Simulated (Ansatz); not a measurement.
Geometry optimisation, RKS PBE0-D4/def2-SVP (Ansatz 0.2.0).

The input (input.yaml):

```yaml
crystal:
  periodic: [false, false, false]
  atoms:
    - { symbol: Cl, position_ang: [-1.767493, -1.112701, 1.533732] }
    - { symbol: C, position_ang: [-0.176327, 0.496517, -0.575283] }
    - { symbol: Cl, position_ang: [-0.865606, -0.362612, -1.897747] }
    - { symbol: H, position_ang: [-0.850816, 1.246642, -0.154934] }
    - { symbol: C, position_ang: [1.060825, 0.28831, -0.123879] }
    - { symbol: H, position_ang: [1.427854, 0.8729, 0.722721] }
    - { symbol: H, position_ang: [1.72172, -0.456287, -0.575173] }
    - { symbol: H, position_ang: [-0.550157, -0.97277, 1.070563] }
basis:
  gaussian: { orbitals: def2-SVP }
hamiltonian:
  xc: pbe0
  dispersion: d4
relax:
  f_tol: 0.03
  max_steps: 50
output:
  orbitals: {}
```

Run as:

```bash
$ ansatz run input.yaml --threads 2 --pin off --max-ram 3072MiB --backend cpu --events-out ev --progress --plain --runs-dir out
```

Question: Where does it end, and by what steps?

Answer: It converged. After 10 steps the energy has fallen by 0.082 eV; Cl1 moved furthest, 0.64 Å.

```csv
step,energy less start (eV),largest force component (eV/Å),accepted
0,0.0000,0.544,yes
1,-0.0359,0.616,yes
2,-0.0529,0.722,yes
3,-0.0381,0.212,no
4,-0.0735,0.137,yes
5,-0.0756,0.078,yes
6,-0.0782,0.237,yes
7,-0.0797,0.182,yes
8,-0.0810,0.102,yes
9,-0.0818,0.056,yes
10,-0.0820,0.028,yes
```

```xyz
8
Properties=species:S:1:pos:R:3
Cl -1.488 -1.313 2.071
C -0.145 0.588 -0.754
Cl -0.653 -0.121 -2.237
H -0.825 1.364 -0.392
C 0.966 0.234 -0.110
H 1.230 0.736 0.824
H 1.636 -0.539 -0.496
H -0.721 -0.950 1.095
```

Whether the end is a true minimum wasn't checked by a vibrational analysis.

Run time: 20 s on 2 threads of Arm Neoverse V1, with other jobs on the host, peak memory 0.16 GiB.
